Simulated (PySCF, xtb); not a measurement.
dimethyl ether cation (C2H6O), SMILES COC (connectivity only; charge and spin as stated), charge +1, multiplicity 2.

Harmonic wavenumbers (cm⁻¹) from GFN2-xTB (xtb) at its own minimum, in rising order: 140, 186, 446, 947, 980, 1013, 1047, 1142, 1181, 1256, 1274, 1314, 1324, 1379, 1399, 2761, 2762, 2821, 2841, 2976, 2977.

### Question
What does PySCF 2.14.0 with PBE-D3(BJ)/def2-TZVP give at its own minimum? (An estimate is asked for; the answer gives what the named calculation found.)

### Answer
103, 149, 427, 868, 907, 914, 1074, 1074, 1182, 1266, 1281, 1281, 1313, 1399, 1443, 2832, 2856, 2865, 2873, 3098, 3101. Paired by order, the mean absolute difference is 50 cm⁻¹ and the zero-point energies are 46.0 and 46.2 kcal/mol.
